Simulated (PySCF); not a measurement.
Atoms are numbered as in `[CH3:1][O:2][S:3](=[O:4])[O:5][CH3:6]`. Hydrogens are named by the atom that carries them.

A single conformation, gas phase, averaged over atoms made equivalent by symmetry, fast rotation or ring inversion, no relativistic terms. GIAO PBE0/pcSseg-2 shieldings; geometry from PBE0-D3(BJ)/def2-TZVP; PySCF 2.14.0 with density-fitted response routines.

Shifts are taken against calculated references (same method and geometry level): TMS for 13C (σref 186.03) and 1H (σref 31.52); H2O for 17O (σref 329.54); CS2 for 33S (σref 512.98).

```csv
atoms,nucleus,count,Hirshfeld charge,δ (ppm)
O2/O5,17O,2,-0.16,167.0
C1/C6,13C,2,-0.05,?
O4,17O,1,-0.30,207.4
H(C1)/H(C6),1H,6,0.05,3.58
S3,33S,1,0.43,?
```

Q: Fill in the missing shifts.

A: 
- C1/C6: 47.3 ppm, methyl carbon bonded to O; deshielded by the electronegative neighbour
- S3: 492 ppm, sulfur bonded to 3 O

Shifts are as computed. Against solution values, carbons near 30 ppm lie about +3 ppm off and those near 130 ppm about +9 ppm. Of 1211 compounds with measured shifts, 218 miss one by over three times the rms of a fit or turn the order of signals round; such compounds aren't used in these exercises. Experimental scales use liquid or dissolved standards, which lie at an offset from isolated H2O (liquid H2O: subtract about 36 ppm).
